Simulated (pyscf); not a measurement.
## Substitution at O: F–Si•(F)–F + H₂O → HO–Si(F)(F)–F + H•

Gas phase, doublet surface, charge 0. Bonds broken: O5–H7. Bonds formed: Si2–O5. Single points on ωB97X-D3(BJ)/def2-SVP structures (PySCF, gas phase).

Transition state (Å):

```xyz
7

F      1.6578     0.3875    -0.9695
Si     0.8236    -0.4603     0.1224
F      1.9316    -1.1067     1.0922
F      0.0994    -1.7067    -0.6005
O     -0.1279     0.3345     1.4319
H     -0.8949     0.8422     1.0897
H     -0.1862     0.3643     2.6189
```

One imaginary mode, 1860i cm⁻¹; descent along it reached the two sides named, in the forms told below.

```json
[
 {"bond": "O5–H7", "change": "breaks", "reactant side (Å)": "0.969", "saddle": "1.189", "product side": "3.2"},
 {"bond": "Si2–O5", "change": "forms", "reactant side (Å)": "2.330", "saddle": "1.803", "product side": "1.622"}
]
```

Electronic energies relative to the separated reactants (kcal/mol):

| level | barrier | reaction energy | reverse barrier |
|---|---|---|---|
| ωB97X-D3(BJ)/def2-TZVP | 17.5 | -20.0 | 37.5 |
| PBE/def2-TZVP | 8.6 | -13.5 | 22.0 |
| r²SCAN/def2-TZVP | 9.8 | -17.0 | 26.8 |
| B3LYP-D3(BJ)/def2-TZVP | 12.1 | -15.5 | 27.5 |
| PBE0-D3(BJ)/def2-TZVP | 12.6 | -17.2 | 29.9 |
| M06-2X/def2-TZVP | 14.9 | -20.2 | 35.1 |
| ωB97M-D3(BJ)/def2-TZVP | 14.3 | -19.8 | 34.2 |
| HF/def2-TZVP | 35.1 | -24.5 | 59.7 |

With ωB97M-D3(BJ)/def2-TZVP energies and thermal terms (ideal gas, 1 atm, RRHO with modes under 100 cm⁻¹ raised to 100, one conformer, R ln 2 for rigid chiral ones), in kcal/mol:

```csv
T (K),ΔH‡,ΔG‡,ΔH,ΔG
298,10.0,19.6,-23.8,-21.1
600,10.8,29.0,-22.6,-18.7
900,11.9,37.9,-21.1,-17.1
1200,13.0,46.4,-19.7,-16.0
```

On the reactant side the descent ends in a complex, 7.3 kcal/mol under the separated species and 24.9 kcal/mol under the saddle at ωB97X-D3(BJ)/def2-TZVP. One saddle was located; it need not be the lowest between these sides. The angle at the attacked O is 140°.
